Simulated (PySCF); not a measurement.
Compound: C₅H₇ (charge +1).
SMILES with atom numbers: `[CH3:1][C+:2]1[CH:3]=[CH:4][CH2:5]1` (hydrogens: H6, H7, H8 on C1; H9 on C3; H10 on C4; H11, H12 on C5)
Bond orders are those of one Lewis drawing.

Computed by this run: PySCF 2.14.0, PBE0-D3(BJ)/def2-SVP geometry optimisation, gas phase; density fitting, grid level 1; the optimiser is geomeTRIC in internal coordinates, started from a GFN2-xTB structure.

Step 0: E = -5279.6215 eV
```
atom  x, y, z in Å  |  force x, y, z in eV/Å
C1      1.8682    0.0620    0.2110    0.312  -0.132   0.126
C2      0.4889   -0.2090   -0.1263   -0.637  -0.020   0.195
C3     -0.4209   -1.1810    0.3196    0.006   0.306  -0.562
C4     -1.2879   -0.1178    0.3323    0.476  -0.124  -0.502
C5     -0.5555    0.7295   -0.6667   -0.013   0.115   0.043
H6      2.0267    1.1059    0.4882   -0.019   0.325   0.063
H7      2.2672   -0.6096    0.9684    0.127  -0.190   0.203
H8      2.4409   -0.0823   -0.7156    0.173  -0.026  -0.309
H9     -0.3731   -2.1659    0.7385    0.092  -0.600   0.478
H10    -2.0685    0.1638    1.0212   -0.490   0.145   0.538
H11    -0.4473    1.7974   -0.4812    0.079   0.358   0.126
H12    -0.8480    0.5447   -1.6963   -0.105  -0.158  -0.399
```

Step 1: E = -5279.6686 eV
```
atom  x, y, z in Å  |  force x, y, z in eV/Å
C1      1.8697    0.0548    0.2200   -0.034   0.085   0.046
C2      0.4661   -0.1990   -0.1172    0.113  -0.155  -0.183
C3     -0.4273   -1.1985    0.2823    0.002   0.089   0.078
C4     -1.2786   -0.1145    0.3148   -0.200  -0.065   0.100
C5     -0.5648    0.7438   -0.6886    0.009   0.021  -0.028
H6      2.0175    1.1029    0.5226    0.023  -0.007   0.008
H7      2.2718   -0.6365    0.9686    0.006  -0.021   0.016
H8      2.4341   -0.0692   -0.7257   -0.024   0.011   0.009
H9     -0.3554   -2.1694    0.7794   -0.018   0.077  -0.049
H10    -2.0411    0.1658    1.0593    0.104  -0.014  -0.044
H11    -0.4556    1.8199   -0.4923    0.002  -0.015   0.017
H12    -0.8458    0.5375   -1.7302    0.017  -0.005   0.029
```

Step 2: E = -5279.6709 eV
```
atom  x, y, z in Å  |  force x, y, z in eV/Å
C1      1.8703    0.0559    0.2195   -0.039   0.003   0.033
C2      0.4695   -0.2038   -0.1249    0.007  -0.005  -0.073
C3     -0.4287   -1.1945    0.2813   -0.025  -0.049   0.118
C4     -1.2860   -0.1165    0.3150    0.069  -0.013  -0.048
C5     -0.5648    0.7397   -0.6894   -0.018   0.073   0.001
H6      2.0176    1.1031    0.5254   -0.006  -0.002   0.001
H7      2.2715   -0.6373    0.9680    0.002  -0.006  -0.007
H8      2.4364   -0.0643   -0.7248    0.010   0.008  -0.007
H9     -0.3577   -2.1620    0.7795   -0.006  -0.014  -0.010
H10    -2.0393    0.1664    1.0633    0.009  -0.004  -0.003
H11    -0.4526    1.8145   -0.4895    0.001   0.007  -0.004
H12    -0.8456    0.5364   -1.7306   -0.005   0.001   0.001
```

Problem. Estimate the geometry and energy of step 3. (The exact step hangs on the optimiser's Hessian estimate; all steps are aligned on step 2, rigid shifts and turns removed.)

Solution. E = -5279.6716 eV, largest force 0.067 eV/Å
```
atom  x, y, z in Å  |  force x, y, z in eV/Å
C1      1.8668    0.0540    0.2198    0.004   0.009   0.003
C2      0.4686   -0.2047   -0.1337    0.021  -0.011   0.029
C3     -0.4250   -1.1956    0.2851   -0.045   0.037  -0.033
C4     -1.2816   -0.1176    0.3126    0.042   0.011  -0.017
C5     -0.5665    0.7419   -0.6937    0.003  -0.041   0.007
H6      2.0124    1.0992    0.5330   -0.007   0.003   0.003
H7      2.2641   -0.6443    0.9660   -0.002   0.003  -0.014
H8      2.4381   -0.0595   -0.7223    0.017   0.010  -0.003
H9     -0.3524   -2.1599    0.7878    0.003  -0.029   0.004
H10    -2.0291    0.1675    1.0640   -0.029   0.013   0.031
H11    -0.4537    1.8162   -0.4916    0.005   0.000   0.000
H12    -0.8510    0.5403   -1.7340   -0.011  -0.004  -0.009
```

The energy changes by -0.0007 eV. The first-order estimate −F·Δx gives -0.0019 eV and the mean of the old and new forces, exact on a quadratic surface, -0.0007 eV. The step makes an angle of 68° with the force vector and moves no atom by more than 0.010 Å.

The cost below is that of the whole optimisation. Hardware: one thread of an Arm Neoverse V1, no GPU, shared host with 32 logical CPUs at a one-minute load of 19. Cost: 18 s of wall time, 0.46 GiB resident at most.
